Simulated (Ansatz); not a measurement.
Results of G0W0@HSE06 (Ansatz, a first-principles code, hard PAW, contour deformation) for GeSe (Pnma, No. 62).

The cell has the measured lattice parameters. Conventional cell: a = 10.8200 Å, b = 3.8500 Å, c = 4.4000 Å, α = 90.00°, β = 90.00°, γ = 90.00°.

The quasiparticle gap at Γ at a fixed k mesh 1×2×2:

```json
[
 {"response cutoff": "105 eV, 823 empty bands", "value (eV)": "1.323"},
 {"response cutoff": "140 eV, 1267 empty bands", "value (eV)": "1.370"},
 {"response cutoff": "175 eV, 1770 empty bands", "value (eV)": "1.396"},
 {"response cutoff": "210 eV, 2327 empty bands", "value (eV)": "1.412"}
]
```

Q: Taking the value to converge with the response cutoff E as E^(−3/2), extrapolate from the last two rows.

A: With y = y∞ + c/w and weights w = 2315 and 3043 for the last two rows, y∞ = (w2 y2 − w1 y1)/(w2 − w1) = (3043 × 1.412 − 2315 × 1.396)/728 = 1.463 eV, which lies 0.051 beyond the last row. Successive pairs of rows give 1.457, 1.461, 1.463. The limit also hangs on the law assumed, so its last digits aren't firm.

The other settings are not extrapolated, so this is the limit in one setting alone.

Spin–orbit coupling is not included.

Note: filled d or f shells below the valence bands can shift G0W0 gaps through exchange with them, which wasn't tested here. Note: GW on a hybrid start was not checked against another program.
